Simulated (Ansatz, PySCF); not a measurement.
Barrier height from HO + H2 to the transition structure H3O, without zero-point energy, on the benchmark's geometries as Psi4's copy of the set gives them.
Transition structure (charge 0, multiplicity 2):
```csv
atom,x (Å),y (Å),z (Å)
O,-0.3011,-0.1080,0.0000
H,-0.4279,0.8516,0.0000
H,1.0155,-0.1004,0.0001
H,1.8210,0.1132,-0.0001
```
Reactant (charge 0, multiplicity 1):
```xyz
2

H      0.000     0.000     0.000
H      0.742     0.000     0.000
```

Open shells are unrestricted; no spin–orbit coupling.

Correlated levels freeze the cores.

Run with Ansatz (Gaussian basis) for Hartree–Fock, density functionals and correlated methods; PySCF for M06-2X, the dispersion terms. Each number belongs to the level named beside it.

| level | barrier height (kcal/mol) |
|---|---|
| HF/aug-cc-pVQZ | 21.18 |
| PBE-D3(BJ)/def2-TZVPPD | -6.48 |
| PBE-D4/def2-TZVPPD | -6.37 |
| r2SCAN-D4/def2-TZVPPD | -1.40 |
| BHLYP-D4/def2-TZVPPD | 6.85 |
| M06-2X/def2-TZVPPD | 4.94 |
| MP2/cc-pVDZ | 9.16 |
| SCS-MP2/aug-cc-pVQZ | [?] |
| CCSD(T)/aug-cc-pVTZ | [?] |

**Question.** Complete the blanks.

**Answer.** 
- SCS-MP2/aug-cc-pVQZ, barrier height (kcal/mol): 10.01
- CCSD(T)/aug-cc-pVTZ, barrier height (kcal/mol): 5.54

Ansatz is a quantum-chemistry and plane-wave program.
